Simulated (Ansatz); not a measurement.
Input and output for AlBH$_{4}$O (`O[BH][AlH2]`).

```yaml
crystal:
  periodic: [false, false, false]
  atoms:
    - {symbol: O, position_ang: [-1.409192, -0.698769, -0.711813]}
    - {symbol: B, position_ang: [-0.371868, 0.174097, -0.635478]}
    - {symbol: Al, position_ang: [0.997630, 0.029291, 1.011994]}
    - {symbol: H, position_ang: [-1.973427, -0.564400, -1.479691]}
    - {symbol: H, position_ang: [-0.274880, 1.000488, -1.516933]}
    - {symbol: H, position_ang: [0.769137, 0.844329, 2.364297]}
    - {symbol: H, position_ang: [2.323799, -0.853035, 0.921925]}
basis:
  gaussian: {orbitals: cc-pVTZ}
magnetization: {spin_polarized: true, initial_magnetization: 2}
hamiltonian: {xc: {name: r2SCANh}}
output: {forces: true}
```

```sh
$ ansatz run in.yaml --threads 2 --pin off --events-out ev --progress --plain --max-ram 4352MiB
```

It prints (some lines left out):

```
Functional definition: r2SCANh
892 factors; their error is unknown
mean field evaluation 1: about -9375.7500 eV, gradient 3.6e1 eV
mean field evaluation 2: about -9346.0683 eV, gradient 8.4e1 eV
mean field evaluation 4: about -9380.5702 eV, gradient 4.4e0 eV
mean field evaluation 8: about -9380.6889 eV, gradient 1.7e-1 eV
mean field evaluation 16: about -9380.6875 eV, gradient 1.1e-1 eV
mean field -9380.73144820 eV, -344.7355222332 hartree, gradient 7.7e-6 eV, S^2 2.007625; 3 other end points of the search recorded, 0 dependent functions left out
reference -9380.73146493 eV, -344.7355228481 hartree; 16, 14 occupied and 134, 136 virtual orbitals, 892 factors
Total energy: -9380.73146493 eV, -344.7355228481 hartree
Atom 0 at    -1.409192    -0.698769    -0.711813 Å, force     0.043136     0.261086     0.613596 eV/Å
Atom 1 at    -0.371868     0.174097    -0.635478 Å, force    -1.465274    -0.393408    -1.535837 eV/Å
Atom 2 at     0.997630     0.029291     1.011994 Å, force     0.932333     0.128387     1.048831 eV/Å
Atom 3 at    -1.973427    -0.564400    -1.479691 Å, force    -0.063050     0.021771     0.160627 eV/Å
Atom 4 at    -0.274880     1.000488    -1.516933 Å, force     1.044768    -0.047905     0.291322 eV/Å
Atom 5 at     0.769137     0.844329     2.364297 Å, force    -0.552257    -0.230684    -0.058544 eV/Å
Atom 6 at     2.323799    -0.853035     0.921925 Å, force     0.060344     0.260751    -0.519995 eV/Å
Dipole moment:    -0.348317     0.063962    -0.447335 e Å
```

Run time 5.5 s (2 threads of an AMD EPYC 9R45 on a shared host); peak host memory 0.38 GiB.
